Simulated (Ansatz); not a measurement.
Geometry optimisation, RKS PBE/def2-SVP in Ansatz.

Input file:

```yaml
crystal:
  periodic: [false, false, false]
  atoms:
    - { symbol: C, position_ang: [1.064, 0.3391, 0.6823] }
    - { symbol: "N", position_ang: [0.0754, -0.6214, 0.1709] }
    - { symbol: C, position_ang: [-0.8628, -0.1172, -0.5958] }
    - { symbol: O, position_ang: [-1.6702, -0.9422, -1.0989] }
    - { symbol: F, position_ang: [-0.8893, 1.1762, -0.8825] }
    - { symbol: H, position_ang: [1.5503, 0.8909, -0.1509] }
    - { symbol: H, position_ang: [1.7875, -0.1057, 1.3073] }
    - { symbol: H, position_ang: [0.5459, 1.1543, 1.2757] }
    - { symbol: H, position_ang: [-1.83093, 0.18739, -0.19824] }
basis:
  gaussian: { orbitals: def2-SVP }
hamiltonian:
  xc: pbe
relax:
  f_tol: 0.02
  max_steps: 50
```

Run as:

```bash
$ ansatz run input.yaml --threads 2 --pin off --max-ram 3072MiB --backend cpu --events-out ev --progress --plain --runs-dir out
```

Where does it end, and by what steps?

The run converged. After 15 steps the energy has fallen by 5.020 eV; H9 moved furthest, 1.20 Å. Parted: C3–H9 (1.09 → 1.85 Å). Joined: O4–H9 (1.45 → 0.98 Å).

```csv
step,energy less start (eV),largest force component (eV/Å),accepted
0,0.0000,6.403,yes
1,-1.0084,4.207,yes
2,-2.1074,3.415,yes
3,-3.2620,3.218,yes
4,-3.9008,3.560,yes
5,-4.2158,2.814,yes
6,-4.5624,1.103,yes
7,-4.5840,1.366,yes
8,-4.6941,0.373,yes
9,-4.7282,1.790,yes
10,-4.9784,0.558,yes
11,-5.0037,0.723,yes
12,-5.0165,0.175,yes
13,-5.0165,0.230,no
14,-5.0195,0.056,yes
15,-5.0196,0.010,yes
```

```xyz
9
Properties=species:S:1:pos:R:3
C 1.077 0.465 0.782
N -0.211 -0.112 0.472
C -0.799 0.133 -0.617
O -1.991 -0.362 -0.979
F -0.346 0.925 -1.607
H 1.489 1.126 -0.013
H 1.813 -0.343 0.978
H 1.008 1.055 1.722
H -2.270 -0.926 -0.228
```

Time of the run: 18 s on 2 threads of Intel(R) Xeon(R) Platinum 8488C (Sapphire Rapids) (shared host), peak memory 0.16 GiB.
